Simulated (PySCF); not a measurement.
**How the numerical set-up moves the result for PS**

Aim: see how much the energy and properties of PS depend on the numerical set-up.

The runs use PySCF 2.14.0; method and basis as typed in the scripts.

5 further runs of the same task are left out: 5 that didn't finish.

### 1 Where the work starts

PS: 2 atoms, charge 0, spin multiplicity 2.

Bond lengths: P1–S2 2.122 Å.

### 2 The run that the others are compared with

The input, input.py:

```python
from pyscf import gto, scf

mol = gto.M(
    atom='P 0 0 0; S 0 0 2.122',
    basis='jorge-dzp-dkh',
    charge=0,
    spin=1,
    verbose=4,
)
mf = scf.UHF(mol)
mf = mf.sfx2c1e()
mf.kernel()
mf.analyze()
print('orbital energies (hartree):', [e[max(0, n-3):n+3].round(4) for e, n in zip(mf.mo_energy, mol.nelec)])
```

Launch:

```console
> OMP_NUM_THREADS=1 python input.py
```

The log of this run is left out.

It gives: E(SCF) = -740.122271 Eh, ⟨S²⟩ = 0.769, μ = 2.20 D.

The bond length is a typed value, not an optimised one.

### 3 X2c-svpall

Edit 1 changes basis set: jorge-dzp-dkh → x2c-svpall.

The input, input.py:

```python
from pyscf import gto, scf

mol = gto.M(
    atom='P 0 0 0; S 0 0 2.122',
    basis='x2c-svpall',
    charge=0,
    spin=1,
    verbose=4,
)
mf = scf.UHF(mol)
mf = mf.sfx2c1e()
mf.kernel()
mf.analyze()
print('orbital energies (hartree):', [e[max(0, n-3):n+3].round(4) for e, n in zip(mf.mo_energy, mol.nelec)])
```

Launch:

```console
> OMP_NUM_THREADS=1 python input.py
```

### 4 Cc-pvdz-dk

Edit 2 changes basis set: jorge-dzp-dkh → cc-pvdz-dk.

Edit input.py of step 2 so:

```diff
@@ -4,3 +4,3 @@
     atom='P 0 0 0; S 0 0 2.122',
-    basis='jorge-dzp-dkh',
+    basis='cc-pvdz-dk',
     charge=0,
```

### 5 Minao (X2C off)

Edit 3 changes basis set: jorge-dzp-dkh → minao; spin-free X2C: on → off.

Edit input.py of step 2 so:

```diff
@@ -4,3 +4,3 @@
     atom='P 0 0 0; S 0 0 2.122',
-    basis='jorge-dzp-dkh',
+    basis='minao',
     charge=0,
@@ -10,3 +10,2 @@
 mf = scf.UHF(mol)
-mf = mf.sfx2c1e()
 mf.kernel()
```

### 6 6-31g* (X2C off)

Edit 4 changes basis set: jorge-dzp-dkh → 6-31g*; spin-free X2C: on → off.

Edit input.py of step 2 so:

```diff
@@ -4,3 +4,3 @@
     atom='P 0 0 0; S 0 0 2.122',
-    basis='jorge-dzp-dkh',
+    basis='6-31g*',
     charge=0,
@@ -10,3 +10,2 @@
 mf = scf.UHF(mol)
-mf = mf.sfx2c1e()
 mf.kernel()
```

**Question.** What will these runs give? Wanted: for each run, E(SCF); from base; gap, α spin; SCF dipole.

As calculated:

```tsv
run	E(SCF) (hartree)	from base (eV)	cycles	gap, α spin (eV)	SCF dipole (D)	functions
base	-740.122271	0	17	8.20	2.20	48
x2c-svpall	-739.861454	+7.0972	17	8.24	2.05	36
cc-pvdz-dk	-740.125028	-0.0750	17	8.22	2.14	36
minao (X2C off)	-738.172085	not comparable	14	8.11	1.72	18
6-31g* (X2C off)	-738.183649	not comparable	17	8.11	2.35	36
```

In words: Of the runs whose energies can be compared, “x2c-svpall” moves the SCF energy most (+7.097 eV). x2c-svpall (36 functions) gives an energy 7.10 eV higher than jorge-dzp-dkh (48). cc-pvdz-dk (36 functions) gives an energy 0.08 eV lower than jorge-dzp-dkh (48); size alone doesn't order basis sets of different families.
